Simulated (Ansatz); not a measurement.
Start from `CC1=CC1F` and change one atom or group to get `FC1C=C1S`.

Ansatz, PBE0-D4/def2-TZVP geometries, multiplicity 1. Each molecule was computed in one conformer, which needn't be the lowest.

```tsv
property	`CC1=CC1F`
LUMO energy (B3LYP/def2-TZVPP) / eV	-0.16
size of the dipole moment (ωB97M-V/def2-TZVPP) / D	2.58
HOMO–LUMO gap (ωB97M-V/def2-TZVPP) / eV	12.46
HOMO–LUMO gap (PBE0/def2-TZVPP) / eV	8.07
LUMO energy (ωB97M-V/def2-TZVPP) / eV	2.25
HOMO energy (PBE0/def2-TZVPP) / eV	-7.98
```

What does the change do to each property? (Best estimate.)

Ansatz gave: 
```
                                          property  `FC1C=C1S`  shift
               LUMO energy (B3LYP/def2-TZVPP) / eV       -0.44  -0.28
size of the dipole moment (ωB97M-V/def2-TZVPP) / D        1.76  -0.82
           HOMO–LUMO gap (ωB97M-V/def2-TZVPP) / eV       11.22  -1.24
              HOMO–LUMO gap (PBE0/def2-TZVPP) / eV        7.00  -1.07
             LUMO energy (ωB97M-V/def2-TZVPP) / eV        1.92  -0.33
                HOMO energy (PBE0/def2-TZVPP) / eV       -7.22   0.76
```

With PBE0 the HOMO rises by 0.76 eV and the LUMO falls by 0.30 eV, so the gap narrows by about 1.06 eV. PBE moves the HOMO by 0.46 eV and ωB97M-V by 0.90 eV. The zero-point energy changes by -73.6 kJ/mol with -6 modes. Dipoles are sizes alone; their direction can turn.

B3LYP here is the variant with VWN-RPA as its local correlation; programs differ in this.
